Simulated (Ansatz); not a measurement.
Si(SH)H3 (SiH₄S). Charge 0, multiplicity 1. Geometry PBE-D4/def2-TZVP, basis def2-TZVP, Ansatz.

```xyz
6

Si   -0.3031    0.3893   -0.1899
S     1.4924   -0.7581    0.0951
H     0.9074   -1.6570    0.9225
H     0.1046    1.4955   -1.1034
H    -0.8125    0.9513    1.0988
H    -1.3888   -0.4210   -0.8231
```

| run | HOMO (eV) | LUMO (eV) |
| --- | --- | --- |
| A | -10.34 | 3.02 |
| B | -7.51 | 0.06 |
| C | -6.24 | -0.69 |
| D | -8.59 | 0.88 |
| E | -9.71 | 1.74 |
| F | -7.02 | -0.08 |

**Question.** The runs used BHLYP, HF, PBE0, r2SCANh, revPBE, ωB97M-V. Estimate which is which.

**Answer.** A HF (100 % exact exchange); B PBE0 (25 % exact exchange); C revPBE (0 % exact exchange); D BHLYP (50 % exact exchange); E ωB97M-V (range-separated); F r2SCANh (10 % exact exchange). Exact exchange lowers occupied and raises empty levels; among semilocal functionals meta-GGAs tend to open the gap a little, and such runs are hard to tell apart. The gap grows from 5.56 eV (revPBE) to 13.35 eV (HF).
